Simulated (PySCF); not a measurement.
Stepwise substitution at one centre (Al H-Cl). All species are isolated molecules in the gas phase. Strings in code marks are SMILES.

The HOMO from two functionals at the same geometries (PBE0-D3(BJ)/def2-TZVP), both in PySCF: PBE-D3(BJ)/def2-TZVP and PBE0-D3(BJ)/def2-TZVP. 

```
species                                         PBE-D3(BJ)/def2-TZVP (eV)
----------------------------------------------  -------------------------
0 of 3 H replaced by Cl (`[AlH3]`)                                  -7.30
1 of 3 H replaced by Cl (`[Cl][AlH2]`)                              -7.27
2 of 3 H replaced by Cl                                             -7.94
3 of 3 H replaced by Cl (`[Cl][Al]([Cl])[Cl]`)                      -7.95
```

### Question
What does PBE0-D3(BJ)/def2-TZVP give for each?

### Answer

- 0 of 3 H replaced by Cl (`[AlH3]`): -8.58
- 1 of 3 H replaced by Cl (`[Cl][AlH2]`): -8.57
- 2 of 3 H replaced by Cl: -9.32
- 3 of 3 H replaced by Cl (`[Cl][Al]([Cl])[Cl]`): -9.38
Over these rows, drawn at random from the members with no instability flagged (it was tested for open shells, ions and some series alone), PBE minus PBE0-D3(BJ): mean +1.35 eV, from +1.28 eV to +1.43 eV.
